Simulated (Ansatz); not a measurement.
Ansatz (a quantum-chemistry and plane-wave program) input (CCSD(T)/STO-3G):

Ansatz 0.2 input:
```yaml
crystal:
  periodic: [false, false, false]
  atoms:
    - {symbol: C, position_ang: [0.00208896, 0.11076286, 0.56554208]}
    - {symbol: C, position_ang: [0.00769666, 1.29361937, -0.33312299]}
    - {symbol: C, position_ang: [-0.00859851, -1.22977573, -0.19896260]}
    - {symbol: H, position_ang: [-0.87541578, 0.14180117, 1.21884811]}
    - {symbol: H, position_ang: [0.88120435, 0.13115753, 1.21648066]}
    - {symbol: H, position_ang: [-0.01458955, -2.07109408, 0.49776324]}
    - {symbol: H, position_ang: [0.93564434, 1.69815158, -0.71482722]}
    - {symbol: H, position_ang: [-0.91438724, 1.68006178, -0.74684719]}
    - {symbol: H, position_ang: [-0.89180820, -1.30714854, -0.83534718]}
    - {symbol: H, position_ang: [0.87222938, -1.32056836, -0.83680937]}
basis:
  gaussian:
    orbitals: STO-3G
magnetization: {spin_polarized: true, initial_magnetization: 1}
correlation: {method: ccsd_t, electrons: outside_noble_gas}
```

End of the output:

```
integrals: 0.00 GiB planned
304 factors; integrals over basis functions are off by at most 3.8e-5 eV
mean field: 0.05 GiB planned
mean field evaluation 1: about -3162.0502 eV, gradient 9.4e0 eV
mean field evaluation 2: about -3162.2173 eV, gradient 9.3e0 eV
mean field evaluation 4: about -3163.0752 eV, gradient 9.7e-1 eV
mean field evaluation 8: about -3163.0896 eV, gradient 1.5e-2 eV
mean field evaluation 16: about -3162.9322 eV, gradient 4.8e-1 eV
mean field -3163.08958257 eV, -116.2413981405 hartree, gradient 1.2e-6 eV, S^2 0.765548; 0 other end points of the search recorded, 0 dependent functions left out
3 core orbitals not correlated
reference -3163.08958257 eV, -116.2413981405 hartree; 10, 9 occupied and 9, 10 virtual orbitals, 304 factors
second order -3.77809056 eV of doubles, -0.00000000 eV of singles
coupled cluster: 0.05 GiB planned
cycle   1  -4.70028188 eV  change   -9.2e-1 eV  update   6.7e-2
cycle   2  -5.15344894 eV  change   -4.5e-1 eV  update   2.7e-2
cycle   3  -5.18803749 eV  change   -3.5e-2 eV  update   7.0e-3
cycle   4  -5.19318578 eV  change   -5.1e-3 eV  update   2.5e-3
cycle   5  -5.19339418 eV  change   -2.1e-4 eV  update   7.0e-4
cycle   6  -5.19328250 eV  change    1.1e-4 eV  update   2.6e-4
cycle   7  -5.19334169 eV  change   -5.9e-5 eV  update   7.3e-5
cycle   8  -5.19334677 eV  change   -5.1e-6 eV  update   3.4e-5
cycle   9  -5.19333493 eV  change    1.2e-5 eV  update   1.2e-5
perturbative correction -0.02657967 eV, -0.0009767850 hartree
Total energy: -3168.30949718 eV, -116.4332264641 hartree
```

It need not be the lowest isomer of its formula.
